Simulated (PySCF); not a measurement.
Species: C4H6F2.
Cartesian coordinates in Å at the PBE0-D3(BJ)/def2-SVP level; atoms count from 1:
```
atom  x, y, z in Å
C1     1.811   -0.761    0.519
C2     0.786   -0.516   -0.296
C3    -0.119    0.670   -0.196
C4    -1.573    0.292   -0.029
F5    -1.990   -0.435   -1.093
F6    -2.334    1.408    0.028
H7     2.066   -0.082    1.339
H8     2.441   -1.645    0.393
H9     0.561   -1.220   -1.107
H10    0.167    1.314    0.650
H11   -0.065    1.281   -1.115
H12   -1.761   -0.303    0.883
```

Linear response at PBE0/def2-SVPD (PySCF, frozen core in the response, non-relativistic).

Static isotropic polarisability: 52.39 au (7.76 Å³), principal values 42.9, 48.1, 66.2 au.

Problem. What is the polarisability at 1064 nm and at the sodium D line?

Solution. 52.81 au at 1064 nm (+0.8 %), 53.79 au at 589.3 nm (+2.7 %). The rise at 589.3 nm is 3.37 times that at 1064 nm; a pure ω² law gives 3.26. The lowest singlet lies at 168 nm, shorter than both wavelengths.

Problem. What is the isotropic C6 coefficient between two such molecules, C6 = (3/π)∫α(iω)² dω?

Solution. 1229 au (Eh·bohr⁶) by a ten-point quadrature over imaginary frequencies, which is 735 eV·Å⁶ or 70.9 J·nm⁶/mol.

Problem. Which effective excitation energy ω̄ makes London's formula C6 = (3/4)α²ω̄ exact here?

Solution. ω̄ = 4·C6/(3α²) = 0.597 Eh = 16.2 eV. A one-pole form α(ω) = α/(1 − ω²/ω̄²) fitted to the 1064 nm value gives 13.2 eV.

Problem. How anisotropic is the static polarisability, by Δα² = ½[(α1 − α2)² + (α2 − α3)² + (α3 − α1)²]?

Solution. Δα = 21.1 au, or 0.40 of the isotropic value.

Problem. What three-body coefficient follows from the one-pole estimate C9 = (3/4)·α·C6?

Solution. 48300 au. This is an estimate from the two numbers above, not a computed integral.

Problem. The lowest 6 singlets have (eV, f): 7.40, 0.360; 7.56, 0.083; 8.04, 0.003; 8.12, 0.004; 8.29, 0.002; 8.48, 0.027. What share of the static polarisability do they carry in the sum over states α = Σ f/ω²?

Solution. 6.32 au, 12.1 % of α; the largest term, 4.87 au, is that of the state at 7.40 eV. Their oscillator strengths add up to 0.48. Higher states carry the rest.

Problem. What molar refraction at the D line follows from R = (4π/3)·N_A·α′, with α′ the polarisability volume?

Solution. α′ = 7.97 Å³ gives R = 20.11 cm³/mol, for isolated, non-vibrating species.

Problem. What n − 1 at the D line would an ideal gas of it have at 273.15 K and 1 atm (2.6868 × 10¹⁹ cm⁻³), by n − 1 = 2π·N·α′?

Solution. 13.46 × 10⁻⁴, a formal value whether or not that pressure can be reached.

Problem. How many electrons N does the Slater–Kirkwood formula C6 = (3/4)·√N·α^(3/2) need to give this C6?

Solution. N = (4·C6/3)²/α³ = 18.7; the species has 48 electrons in all.

One conformer stands for the species.
